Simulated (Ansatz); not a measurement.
# C₂HFS: an energy map over bond length C2–C3 and angle C2–C3–F4

Aim: map the energy of C₂HFS, SMILES FC=C=S over two coordinates, and find its wells, ridges and stiffness.

Program: Ansatz 0.2.0. Level of theory: RKS wB97X-V/def2-TZVP. These are calculated values, not measurements.

## 1. The system as given

SMILES `FC=C=S`, 5 atoms, charge 0, spin multiplicity 1.

Atoms are counted from 1 here; the program's logs count them from 0.

Bond lengths: S1–C2 1.571 Å, C2–C3 1.333 Å, C3–F4 1.349 Å, C3–H5 1.103 Å. Angles: S1–C2–C3 178.1°, C2–C3–F4 122.9°, C2–C3–H5 121.7°, F4–C3–H5 115.4°.

Coordinates:

```
S     0.78302   -1.58551    1.61944
C     0.27249   -0.54414    0.55936
C    -0.13005    0.36698   -0.32574
F    -1.14712    0.15436   -1.18601
H     0.35389    1.35498   -0.40166
```

This geometry comes from a loose relaxation at PBE in a small basis, which is not shown.

## 2. Relaxing the molecule

Input file input.yaml:

```yaml
crystal:
  periodic: [false, false, false]
  atoms:
    - { symbol: S, position_ang: [0.78302, -1.585507, 1.619436] }
    - { symbol: C, position_ang: [0.272491, -0.54414, 0.559362] }
    - { symbol: C, position_ang: [-0.130052, 0.366978, -0.325736] }
    - { symbol: F, position_ang: [-1.147116, 0.154358, -1.186006] }
    - { symbol: H, position_ang: [0.353888, 1.354981, -0.401665] }
basis:
  gaussian: { orbitals: def2-TZVP }
hamiltonian:
  xc: { name: wB97X-V }
output:
  forces: true
relax:
  f_tol: 0.003
  max_steps: 120
```

Started as:

```
$ ansatz run input.yaml --threads 1 --pin off --max-ram 2560MiB --backend cpu --events-out ev --progress --plain --runs-dir out
```

The log of the run, cut to the lines that bear on the results:

```text
Warning: RAYON_NUM_THREADS=1 ignored (pool sized by the plan → 1); use --threads N
[...]
Functional definition: wB97X-V
[...]
      + integral(e_c_pw_opposite_spin*poly(b97_u_opposite, cos0, cos1)) + vv10(b, c)
831 factors; their error is unknown
184 factors; integrals over basis functions are off by at most 4.5e-6 eV
[...]
mean field -15639.23857055 eV, -574.7314168111 hartree, gradient 7.0e-5 eV, S^2 0.000000; 0 other end points of the search recorded, 0 dependent functions left out
[...]
reference -15639.23856914 eV, -574.7314167593 hartree; 19, 19 occupied and 117, 117 virtual orbitals, 831 factors
relax step   1: F+E_penalty+E_count = -15639.23857055 eV  Δ(F+E_penalty+E_count) = +0.000e0 eV  max|allowed force component| = 7.569e-1 eV/Å  Δτ_max = 0.0000 Å  (34 SCF iters, accepted)
[...]
relax step   6: F+E_penalty+E_count = -15639.27478201 eV  Δ(F+E_penalty+E_count) = +1.984e-4 eV  max|allowed force component| = 4.242e-2 eV/Å  Δτ_max = 0.0070 Å  (44 SCF iters, rejected (line search))
[...]
relax step   7: F+E_penalty+E_count = -15639.27505235 eV  Δ(F+E_penalty+E_count) = -7.198e-5 eV  max|allowed force component| = 1.269e-3 eV/Å  Δτ_max = 0.0035 Å  (41 SCF iters, accepted)
831 factors; their error is unknown
184 factors; integrals over basis functions are off by at most 4.3e-6 eV
[...]
mean field -15639.27505235 eV, -574.7327574925 hartree, gradient 1.4e-5 eV, S^2 0.000000; 1 other end points of the search recorded, 0 dependent functions left out
[...]
reference -15639.27505094 eV, -574.7327574409 hartree; 19, 19 occupied and 117, 117 virtual orbitals, 831 factors
Total energy: -15639.27505094 eV, -574.7327574409 hartree
Atom 0 at     0.759800    -1.575557     1.591642 Å, force     0.000311    -0.001269     0.000946 eV/Å
Atom 1 at     0.275079    -0.531247     0.554764 Å, force    -0.000625     0.000799    -0.000885 eV/Å
Atom 2 at    -0.114090     0.372120    -0.313191 Å, force     0.000089    -0.000626     0.000222 eV/Å
Atom 3 at    -1.134302     0.133502    -1.162199 Å, force     0.000456     0.000055     0.000452 eV/Å
Atom 4 at     0.345744     1.347853    -0.405625 Å, force    -0.000231     0.001041    -0.000734 eV/Å
Dipole moment:     0.180916     0.163112     0.084451 e Å
```

It took 38 s on 1 thread of Intel Xeon 6975P-C (Granite Rapids), shared host; peak memory 0.29 GiB.

Relaxation path:

| step | energy from step 1 (eV) | largest force component (eV/Å) |
| --- | --- | --- |
| 1 | 0.0000 | 0.7569 |
| 2 | -0.0317 | 0.3465 |
| 3 | -0.0359 | 0.0696 |
| 4 | -0.0363 | 0.0621 |
| 5 | -0.0364 | 0.0321 |
| 6 | -0.0362 | 0.0424 |
| 7 | -0.0365 | 0.0013 |

Close pairs (by a distance rule), those that changed most:

| bond | before (Å) | after (Å) | change (Å) |
| --- | --- | --- | --- |
| S1–C2 | 1.571 | 1.549 | -0.022 |
| C2–C3 | 1.333 | 1.312 | -0.021 |
| C3–H5 | 1.103 | 1.083 | -0.020 |
| C3–F4 | 1.349 | 1.349 | -0.000 |

## 3. The grid

- bond length C2–C3: 15 values from 1.102 to 1.705 Å
- angle C2–C3–F4: 15 values from 86.3 to 156.3 °

Nothing else is relaxed (all other coordinates rigid). Energies count from the relaxed molecule at the same level.

Below, 3 of the grid's runs; all are launched alike.

## 4. Point bond length C2–C3 = 1.619 Å, angle C2–C3–F4 = 96.3°

Input file input.yaml:

```yaml
crystal:
  periodic: [false, false, false]
  atoms:
    - { symbol: S, position_ang: [-0.268868, -2.22044, 0.956809] }
    - { symbol: C, position_ang: [-0.251705, -0.85443, 0.225799] }
    - { symbol: C, position_ang: [-0.205219, 0.583656, -0.516435] }
    - { symbol: F, position_ang: [-1.225432, 0.345038, -1.365442] }
    - { symbol: H, position_ang: [0.254615, 1.559388, -0.608869] }
basis:
  gaussian: { orbitals: def2-TZVP }
hamiltonian:
  xc: { name: wB97X-V }
output:
  forces: true
```

Started as:

```
$ ansatz run input.yaml --threads 1 --pin off --max-ram 2560MiB --backend cpu --events-out ev --progress --plain --runs-dir out
```

The log of the run, cut to the lines that bear on the results:

```text
Warning: RAYON_NUM_THREADS=1 ignored (pool sized by the plan → 1); use --threads N
[...]
[... 1 set-up line as earlier in the session ...]
[...]
      + integral(e_c_pw_opposite_spin*poly(b97_u_opposite, cos0, cos1)) + vv10(b, c)
831 factors; their error is unknown
171 factors; integrals over basis functions are off by at most 1.4e-5 eV
[...]
mean field -15636.87715550 eV, -574.6446364086 hartree, gradient 7.4e-5 eV, S^2 0.000000; 0 other end points of the search recorded, 0 dependent functions left out
[...]
reference -15636.87715405 eV, -574.6446363554 hartree; 19, 19 occupied and 117, 117 virtual orbitals, 831 factors
Total energy: -15636.87715405 eV, -574.6446363554 hartree
Atom 0 at    -0.268868    -2.220440     0.956809 Å, force    -0.199298     0.503966    -0.467106 eV/Å
Atom 1 at    -0.251705    -0.854430     0.225799 Å, force     2.136566     7.537506    -2.072887 eV/Å
Atom 2 at    -0.205219     0.583656    -0.516435 Å, force    -1.684512    -8.758666     3.175181 eV/Å
Atom 3 at    -1.225432     0.345038    -1.365442 Å, force    -0.815651     1.160204    -1.418005 eV/Å
Atom 4 at     0.254615     1.559388    -0.608869 Å, force     0.562895    -0.443010     0.782817 eV/Å
Dipole moment:     0.208744     0.096478     0.147625 e Å
```

Run time: 4.6 s. Hardware: 1 thread of Intel Xeon 6975P-C (Granite Rapids), shared host; peak memory 0.28 GiB.

That is 231 kJ/mol from the zero.

## 5. Point bond length C2–C3 = 1.188 Å, angle C2–C3–F4 = 111.3°

Input file input.yaml:

```yaml
crystal:
  periodic: [false, false, false]
  atoms:
    - { symbol: S, position_ang: [0.414795, -1.848104, 1.409508] }
    - { symbol: C, position_ang: [0.124696, -0.647548, 0.474008] }
    - { symbol: C, position_ang: [-0.077357, 0.286853, -0.231267] }
    - { symbol: F, position_ang: [-1.09757, 0.048235, -1.080275] }
    - { symbol: H, position_ang: [0.382477, 1.262586, -0.323701] }
basis:
  gaussian: { orbitals: def2-TZVP }
hamiltonian:
  xc: { name: wB97X-V }
output:
  forces: true
```

Started as:

```
$ ansatz run input.yaml --threads 1 --pin off --max-ram 2560MiB --backend cpu --events-out ev --progress --plain --runs-dir out
```

The log of the run, cut to the lines that bear on the results:

```text
Warning: RAYON_NUM_THREADS=1 ignored (pool sized by the plan → 1); use --threads N
[...]
[... 1 set-up line as earlier in the session ...]
[...]
      + integral(e_c_pw_opposite_spin*poly(b97_u_opposite, cos0, cos1)) + vv10(b, c)
831 factors; their error is unknown
171 factors; integrals over basis functions are off by at most 1.3e-5 eV
[...]
mean field -15638.51230862 eV, -574.7047271773 hartree, gradient 8.2e-5 eV, S^2 0.000000; 0 other end points of the search recorded, 0 dependent functions left out
[...]
reference -15638.51230722 eV, -574.7047271261 hartree; 19, 19 occupied and 117, 117 virtual orbitals, 831 factors
Total energy: -15638.51230722 eV, -574.7047271261 hartree
Atom 0 at     0.414795    -1.848104     1.409508 Å, force    -0.024651    -0.276296     0.127456 eV/Å
Atom 1 at     0.124696    -0.647548     0.474008 Å, force     3.023095    -8.113984     7.342557 eV/Å
Atom 2 at    -0.077357     0.286853    -0.231267 Å, force    -2.083199     7.899768    -6.322965 eV/Å
Atom 3 at    -1.097570     0.048235    -1.080275 Å, force    -1.007919     0.602220    -1.297263 eV/Å
Atom 4 at     0.382477     1.262586    -0.323701 Å, force     0.092674    -0.111709     0.150215 eV/Å
Dipole moment:     0.195713     0.228217     0.063033 e Å
```

It took 4.7 s on 1 thread of Intel Xeon 6975P-C (Granite Rapids), shared host; peak memory 0.28 GiB.

On the map this point reads 74 kJ/mol.

## 6. The run at bond length C2–C3 = 1.317 Å, angle C2–C3–F4 = 121.3°

Input file input.yaml:

```yaml
crystal:
  periodic: [false, false, false]
  atoms:
    - { symbol: S, position_ang: [0.760705, -1.574739, 1.592063] }
    - { symbol: C, position_ang: [0.275497, -0.530876, 0.554962] }
    - { symbol: C, position_ang: [-0.115627, 0.375688, -0.316619] }
    - { symbol: F, position_ang: [-1.135839, 0.137069, -1.165626] }
    - { symbol: H, position_ang: [0.344207, 1.35142, -0.409053] }
basis:
  gaussian: { orbitals: def2-TZVP }
hamiltonian:
  xc: { name: wB97X-V }
output:
  forces: true
```

Started as:

```
$ ansatz run input.yaml --threads 1 --pin off --max-ram 2560MiB --backend cpu --events-out ev --progress --plain --runs-dir out
```

The log of the run, cut to the lines that bear on the results:

```text
Warning: RAYON_NUM_THREADS=1 ignored (pool sized by the plan → 1); use --threads N
[...]
[... 1 set-up line as earlier in the session ...]
[...]
      + integral(e_c_pw_opposite_spin*poly(b97_u_opposite, cos0, cos1)) + vv10(b, c)
831 factors; their error is unknown
171 factors; integrals over basis functions are off by at most 9.8e-6 eV
[...]
mean field -15639.27419989 eV, -574.7327261652 hartree, gradient 6.2e-5 eV, S^2 0.000000; 0 other end points of the search recorded, 0 dependent functions left out
[...]
reference -15639.27419848 eV, -574.7327261134 hartree; 19, 19 occupied and 117, 117 virtual orbitals, 831 factors
Total energy: -15639.27419848 eV, -574.7327261134 hartree
Atom 0 at     0.760705    -1.574739     1.592063 Å, force    -0.003252     0.007509    -0.007279 eV/Å
Atom 1 at     0.275497    -0.530876     0.554962 Å, force    -0.099189     0.212668    -0.211455 eV/Å
Atom 2 at    -0.115627     0.375688    -0.316619 Å, force     0.087188    -0.210800     0.198864 eV/Å
Atom 3 at    -1.135839     0.137069    -1.165626 Å, force     0.014006    -0.005887     0.016685 eV/Å
Atom 4 at     0.344207     1.351420    -0.409053 Å, force     0.001247    -0.003490     0.003184 eV/Å
Dipole moment:     0.181127     0.161579     0.085492 e Å
```

It took 4.8 s on 1 thread of Intel Xeon 6975P-C (Granite Rapids), shared host; peak memory 0.27 GiB.

Energy on the map's scale: 0.08 kJ/mol.

## 7. The map

225 points were computed. Energies in kJ/mol, from the relaxed molecule at the same level:

| angle C2–C3–F4 (°) ↓, bond length C2–C3 (Å) → | 1.102 | 1.145 | 1.188 | 1.231 | 1.274 | 1.317 | 1.361 | 1.404 | 1.447 | 1.490 | 1.533 | 1.576 | 1.619 | 1.662 | 1.705 |
| --- | --- | --- | --- | --- | --- | --- | --- | --- | --- | --- | --- | --- | --- | --- | --- |
| 156.3 | 289 | 209 | 157 | 127 | 113 | 113 | 123 | 142 | 166 | 195 | 227 | 261 | 297 | 333 | 369 |
| 151.3 | 268 | 187 | 133 | 101 | 87 | 85 | 95 | 112 | 136 | 165 | 196 | 230 | 266 | 302 | 339 |
| 146.3 | 249 | 166 | 112 | 79 | 63 | 61 | 70 | 87 | 110 | 138 | 169 | 203 | 239 | 275 | 312 |
| 141.3 | 232 | 149 | 93 | 59 | 43 | 40 | 48 | 65 | 88 | 115 | 147 | 181 | 216 | 253 | 290 |
| 136.3 | 219 | 135 | 78 | 44 | 26 | 23 | 31 | 47 | 70 | 97 | 129 | 163 | 198 | 235 | 273 |
| 131.3 | 210 | 125 | 68 | 32 | 14 | 10 | 18 | 34 | 56 | 84 | 115 | 149 | 185 | 222 | 260 |
| 126.3 | 206 | 119 | 61 | 25 | 7 | 3 | 10 | 26 | 48 | 75 | 106 | 140 | 176 | 213 | 251 |
| 121.3 | 206 | 119 | 60 | 23 | 5 | 0 | 7 | 22 | 44 | 72 | 103 | 136 | 172 | 209 | 247 |
| 116.3 | 211 | 123 | 64 | 27 | 8 | 3 | 9 | 24 | 46 | 73 | 104 | 137 | 173 | 210 | 247 |
| 111.3 | 222 | 134 | 74 | 36 | 16 | 11 | 17 | 32 | 53 | 80 | 110 | 144 | 179 | 216 | 253 |
| 106.3 | 238 | 150 | 89 | 51 | 31 | 25 | 31 | 45 | 66 | 92 | 123 | 156 | 191 | 227 | 264 |
| 101.3 | 261 | 172 | 111 | 72 | 52 | 45 | 51 | 64 | 85 | 111 | 141 | 173 | 208 | 244 | 280 |
| 96.3 | 290 | 201 | 139 | 100 | 79 | 72 | 77 | 90 | 111 | 136 | 165 | 197 | 231 | 267 | 302 |
| 91.3 | 326 | 236 | 174 | 134 | 113 | 106 | 110 | 123 | 143 | 168 | 196 | 228 | 261 | 296 | 331 |
| 86.3 | 369 | 278 | 215 | 175 | 153 | 146 | 150 | 162 | 182 | 206 | 234 | 265 | 298 | 332 | 367 |

On the same grid, largest force on an atom (eV/Å):

```
angle C2–C3–F4 (°) ↓, bond length C2–C3 (Å) →  1.102  1.145  1.188  1.231  1.274  1.317  1.361  1.404  1.447  1.490  1.533  1.576  1.619  1.662  1.705
                                        156.3   23.1   15.9   10.1    5.8    3.4    3.8    5.2    6.5    7.4    8.1    8.6    8.9    9.0    8.9    8.8
                                        151.3   23.3   16.1   10.4    6.0    3.2    3.4    4.7    6.0    7.0    7.8    8.3    8.6    8.7    8.8    8.7
                                        146.3   23.5   16.3   10.6    6.2    3.1    2.9    4.3    5.6    6.7    7.5    8.0    8.4    8.6    8.6    8.6
                                        141.3   23.6   16.4   10.7    6.3    3.1    2.4    3.8    5.3    6.4    7.2    7.8    8.2    8.5    8.5    8.5
                                        136.3   23.7   16.5   10.8    6.3    3.0    1.8    3.4    5.0    6.2    7.1    7.7    8.1    8.4    8.5    8.5
                                        131.3   23.8   16.5   10.8    6.3    2.8    1.3    3.1    4.7    6.0    6.9    7.6    8.0    8.3    8.4    8.4
                                        126.3   24.0   16.6   10.8    6.2    2.7    0.7    2.8    4.5    5.8    6.8    7.5    7.9    8.2    8.4    8.4
                                        121.3   24.2   16.8   11.0    6.3    2.6    0.3    2.6    4.4    5.7    6.7    7.4    7.9    8.2    8.3    8.4
                                        116.3   24.4   17.0   11.1    6.5    2.8    0.7    2.8    4.4    5.7    6.6    7.3    7.8    8.1    8.3    8.3
                                        111.3   24.6   17.2   11.4    6.7    3.1    1.2    3.1    4.8    6.0    7.0    7.6    8.0    8.3    8.4    8.3
                                        106.3   24.8   17.4   11.6    7.0    3.6    1.9    3.5    5.1    6.4    7.3    8.0    8.4    8.7    8.8    8.8
                                        101.3   25.0   17.6   11.8    7.3    4.0    2.6    3.8    5.5    6.8    7.7    8.4    8.8    9.1    9.2    9.2
                                         96.3   25.1   17.8   12.0    7.6    4.6    3.6    4.0    5.8    7.1    8.1    8.7    9.2    9.5    9.6    9.6
                                         91.3   25.2   17.9   12.2    7.9    5.1    4.6    4.3    5.9    7.3    8.3    9.0    9.5    9.8    9.9    9.9
                                         86.3   25.1   17.9   12.4    8.2    6.0    5.7    5.5    6.0    7.4    8.4    9.1    9.6    9.9   10.1   10.1
```

## 8. Outcome

| quantity | value |
| --- | --- |
| lowest point | bond length C2–C3 = 1.317 Å, angle C2–C3–F4 = 121.3°, 0.08 kJ/mol |
| highest computed point | bond length C2–C3 = 1.705 Å, angle C2–C3–F4 = 156.3°, 369 kJ/mol above the lowest |
| largest force on an atom (eV/Å) | 0.3 at bond length C2–C3 = 1.317 Å, angle C2–C3–F4 = 121.3° to 25.2 at bond length C2–C3 = 1.102 Å, angle C2–C3–F4 = 91.3°; 0.3 at the lowest point |
| time for the whole task | 18 min on 1 thread, shared host |

In words: The lowest computed point is at bond length C2–C3 = 1.317 Å, angle C2–C3–F4 = 121.3°, 0.08 kJ/mol from the relaxed molecule at the same level. The grid is coarse, so the lowest point of the scanned range may lie between grid points; coordinates that were held can hide deeper minima. No other kind of well shows on this grid. The highest computed point, bond length C2–C3 = 1.705 Å, angle C2–C3–F4 = 156.3°, lies 369 kJ/mol above the lowest. Round the minimum the two coordinates are nearly uncoupled.
